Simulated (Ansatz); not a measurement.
`C=C/C(F)=C\F` from Hartree–Fock to CCSD(T)

Z-matrix (Å, degrees):
```
C
C 1 1.331
H 1 1.082 2 120.9
H 1 1.083 2 121.5 3 180.0
C 2 1.441 1 123.8 3 -180.0
H 2 1.084 1 121.1 3 0.0
C 5 1.331 2 126.7 1 -180.0
F 5 1.342 2 116.5 1 0.0
F 7 1.334 5 120.9 2 0.0
H 7 1.082 5 124.5 2 -180.0
```

The species carries charge 0 and has multiplicity 1. The structure was optimised at the PBE0-D4/def2-TZVP level. It is one conformer, not always the lowest. Frozen core, restricted reference, Ansatz 0.2.0. CBS rows extrapolate triple and quadruple zeta; past MP2 they add the triple-zeta difference.

| basis | HF (Eh) | MP2 corr. |
| --- | --- | --- |
| def2-SVP | -352.34204 | -0.88369 |
| def2-TZVPP | -352.76567 | -1.12368 |
| def2-QZVPP | -352.78094 | -1.21282 |

Q: Estimate the CCSD correlation energy and the (T) correction in each basis where they were run (hartree).

A: 
```json
{"basis": "def2-SVP", "CCSD corr.": "-0.92475", "(T)": "-0.02808"}
{"basis": "def2-TZVPP", "CCSD corr.": "-1.15132", "(T)": "-0.04680"}
{"basis": "CBS(def2)", "CCSD corr.": "-1.30648", "(T)": "as TZ"}
```
